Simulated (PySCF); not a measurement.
# C2H6O: the cost of one run

The runs use PySCF 2.14.0, with density-fitted response routines of our own; the level of theory stands in each step. All values are computed, except where a source is named. Atoms count from 0, in the outputs and in this text.

### 1 The starting structure

9 atoms, charge 0, multiplicity 1; geometry from: MMFF94s. The atoms were then displaced at random by about 0.03 Å, so the start is not that level's minimum.

Bonds of the start (Å): C0–C1 1.44, C1–O2 1.38, C0–H3 1.03, C0–H4 1.17, C0–H5 1.07, C1–H6 1.10, C1–H7 1.10, O2–H8 1.06.

### 2 Geometry optimisation at PBE0-D3(BJ)/def2-SVP

The job: settings as JSON, then the geometry in Å.

```
{"job": {"xc": "PBE0", "basis": "def2-SVP", "d3": "d3bj", "grid": 1, "shake": 0.03, "kind": "geom"}, "charge": 0, "multiplicity": 1}
C     -0.793180     0.146850     0.254340
C      0.370110    -0.372120    -0.407930
O      1.470980     0.377350    -0.033270
H     -1.647860    -0.321030    -0.075710
H     -0.983370     1.255750    -0.067520
H     -0.788790     0.203650     1.326340
H      0.557040    -1.409170    -0.107290
H      0.356650    -0.297440    -1.506860
H      1.591160     0.346720     1.019490
```

On the command line:

```
> OMP_NUM_THREADS=1 python probes_run.py task.json out
```

The driver reads the jobs from task.json and runs them one after another.

Q: Estimate the wall time and peak memory of this first job on 1 thread of Arm Neoverse V2, shared host.

About 8.6 s, with a peak of 0.3 GiB.
